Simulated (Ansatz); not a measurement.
# Basis-set limit of Ag, doublet

A free Ag atom.

Ansatz 0.2.0, UHF determinant, valence electrons correlated, core potentials past Kr. Energies in eV.

```json
{"set": "def2-TZVPP", "X": "3", "functions": "56", "Hartree–Fock": "-3976.0450", "MP2 correlation": "-10.4843", "CCSD(T) correlation": "-10.0649", "time": "5.5 s on 1 × NVIDIA H100 80GB HBM3 with 1 thread of AMD EPYC 7R13 Processor (Zen 3), with other jobs on the host"}
{"set": "def2-QZVPP", "X": "4", "functions": "88", "Hartree–Fock": "-3976.0758", "MP2 correlation": "-11.4499", "CCSD(T) correlation": "-11.0009", "time": "4.8 s on 1 × NVIDIA H100 80GB HBM3 with 1 thread of AMD EPYC 7R13 Processor (Zen 3), on a shared host"}
```

Hartree–Fock is taken to follow E(X) = E∞ + A·exp(−7.88·√X), correlation E(X) = E∞ + B·X^−2.97.

Cautions: no spin-orbit coupling; outer-core shells of the metal frozen.

Q: Work out the CCSD(T) energy at the limit, and how far the shortcut misses it that extrapolates MP2 and adds CCSD(T) minus MP2 from the smaller set.

A: Hartree–Fock: E∞ = E4 + 0.1377·(E4 − E3) = -3976.0800. Correlation: E∞ = E4 + 0.7407·(E4 − E3) = -11.6941 for CCSD(T) and -12.1652 for MP2. The limit is -3987.7741 eV, 0.698 eV below def2-QZVPP. The shortcut gives a correlation energy of -12.1652 + (0.4194) = -11.7459, 52 meV lower than the direct value.

The exponents were fitted on light atoms, and def2 sets of heavy atoms don't grow evenly, so the limit is rough here.
